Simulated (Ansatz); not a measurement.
Task: Name a neutral molecule of C, N, O and H with HOMO–LUMO gap (PBE0/def2-TZVPP) between 7.85 and 8.15 eV and HOMO energy (ωB97M-V/def2-TZVPP) between -9.30 and -9.00 eV (Ansatz, PBE0-D4/def2-TZVP geometry).

Result: `CNC(N)O` (7.95 eV, -9.21 eV); `CNCO` (8.00 eV, -9.17 eV); `CNC(C)O` (7.94 eV, -9.12 eV). Other molecules can fit too; these were computed, each in one conformer that needn't be the lowest.
